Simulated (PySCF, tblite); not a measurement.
A complex of methanethiol and ammonium

A gas-phase complex of methanethiol and ammonium; charge +1, singlet. The structure comes from a short search (6 tight-binding starts) and was relaxed by PBE0-D3(BJ)/def2-SVPD; another way of binding may lie lower. No frequency run checks that it is a minimum.

Parts: 1 = methanethiol (CS), atoms 1–6; 2 = ammonium ([NH4+]), atoms 7–11, charge +1.

```
atom  part   x (Å)   y (Å)   z (Å)
  C1     1  -0.360  -0.106   0.006
  S2     1   1.395  -0.363  -0.394
  H3     1  -0.710   0.811  -0.480
  H4     1  -0.532  -0.055   1.087
  H5     1  -0.906  -0.958  -0.417
  H6     1   1.904   0.722   0.233
  N7     2   2.556  -2.668   1.396
  H8     2   2.803  -2.352   2.338
  H9     2   1.900  -3.450   1.464
 H10     2   3.403  -2.984   0.916
 H11     2   2.110  -1.853   0.836
```

```
 contact  kind (by geometry)  distance (Å)  angle (°)
H11···S2       hydrogen bond         2.060        174
```

Interaction energies are complex less parts, with the parts frozen as they stand in it; counterpoise-corrected, in kcal/mol (PySCF).

(1) Give the interaction energy at each level run.

(2) What holds them together? Decompose the wB97M-D3(BJ)/def2-TZVPD energy: frozen parts, their antisymmetrised product, then relaxation.

The parts were also relaxed and run alone, at the levels used for the complex: shieldings by PBE0/pcSseg-2; core levels by delta-SCF with SCAN, pcX-2 on the ionised atom and pcseg-1 elsewhere, spin-free X2C (2p3/2 is the spin-free 2p value less a third of a first-order spin-orbit splitting).

(3) How do these values change when the complex forms?

Answers

(1) 
```json
{"level": "wB97M-D3(BJ)/def2-TZVPD", "interaction": "-19.00", "superposition error removed": "-0.11"}
{"level": "PBE0-D3(BJ)/def2-TZVPD", "interaction": "-21.12", "superposition error removed": "-0.09"}
```

(2) electrostatic -17.7, Pauli repulsion +20.0, orbital relaxation -20.0, dispersion correction -1.4 kcal/mol, which sum to the value before the counterpoise correction; the Pauli term holds the exchange-correlation of the frozen density too. Of the attraction, 51 % is orbital relaxation, 45 % is electrostatic, 4 % is dispersion correction.

(3) 
| property | alone | in the complex | change |
| --- | --- | --- | --- |
| N7–H11 bond (Å) | 1.027 | 1.084 | +0.057 |
| shielding of H11 (ppm) | 26.38 | 16.82 | -9.56 |
| shielding of S2 (ppm) | 627.1 | 616.6 | -10.5 |
| shielding of N7 (ppm) | 234.6 | 221.1 | -13.5 |
| C1 1s core level (eV) | 291.62 | 295.59 | +3.97 |
| S2 2p3/2 core level (eV) | 169.69 | 174.28 | +4.59 |
| N7 1s core level (eV) | 417.00 | 414.37 | -2.63 |

Density functionals tend to overstate the lengthening and the red shift of so strongly bound an X–H bond.
